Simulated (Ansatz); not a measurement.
Relaxation of AlH7NP (10 atoms, charge 0, multiplicity 1), to a largest force component of 0.03 eV/Å in at most 50 steps.

These are results of Ansatz, RKS r2SCAN/def2-SVP, not measurements.

```xyz
10
Properties=species:S:1:pos:R:3
Al 0.158 -0.366 0.100
N 0.043 -0.433 1.962
H -0.822 -0.594 2.472
H 0.837 -0.541 2.588
H 1.604 -0.327 -0.533
H -1.219 -0.380 -0.675
P -0.493 2.940 0.968
H -1.891 3.073 1.217
H -0.115 3.878 1.971
H -0.351 1.798 1.813
```

Problem. Where does it end, and by what steps?

Solution. The run converged. The force dipped under the threshold on the way, but the program's further checks kept it going. After 25 steps the energy has fallen by 0.468 eV; H10 moved furthest, 1.63 Å. Joined: Al1–P7 (3.48 → 2.64 Å).

| step | energy less start (eV) | largest force component (eV/Å) | accepted |
| --- | --- | --- | --- |
| 0 | 0.0000 | 1.648 | yes |
| 1 | -0.1122 | 1.000 | yes |
| 2 | -0.1300 | 0.413 | yes |
| 3 | -0.1588 | 0.192 | yes |
| 4 | -0.1743 | 0.515 | yes |
| 5 | -0.1970 | 0.906 | yes |
| 6 | -0.2535 | 0.507 | yes |
| 7 | -0.3300 | 0.337 | yes |
| 8 | -0.3715 | 0.594 | yes |
| 9 | -0.4074 | 0.356 | yes |
| 10 | -0.4212 | 0.237 | yes |
| 11 | -0.4331 | 0.031 | yes |
| 12 | -0.4348 | 0.015 | yes |
| 13 | -0.4315 | 0.261 | no |
| 14 | -0.4363 | 0.073 | yes |
| 15 | -0.4367 | 0.192 | yes |
| 16 | -0.4392 | 0.151 | yes |
| 17 | -0.4471 | 0.013 | yes |
| 18 | -0.4513 | 0.203 | yes |
| 19 | -0.4537 | 0.232 | yes |
| 20 | -0.4581 | 0.285 | yes |
| 21 | -0.4654 | 0.008 | yes |
| 22 | -0.4671 | 0.045 | yes |
| 23 | -0.4675 | 0.087 | yes |
| 24 | -0.4682 | 0.050 | yes |
| 25 | -0.4684 | 0.003 | yes |

```xyz
10
Properties=species:S:1:pos:R:3
Al -0.127 0.023 0.427
N 0.319 -0.874 1.914
H -0.328 -1.387 2.504
H 1.266 -1.008 2.255
H 1.070 0.470 -0.537
H -1.620 -0.172 -0.116
P -0.606 2.500 1.209
H -1.015 3.458 0.242
H 0.416 3.278 1.817
H -1.624 2.759 2.166
```

Whether the end is a true minimum wasn't checked by a vibrational analysis.

The run took 62 s on 2 threads of Arm Neoverse V2, with other jobs on the host, peak memory 0.14 GiB.
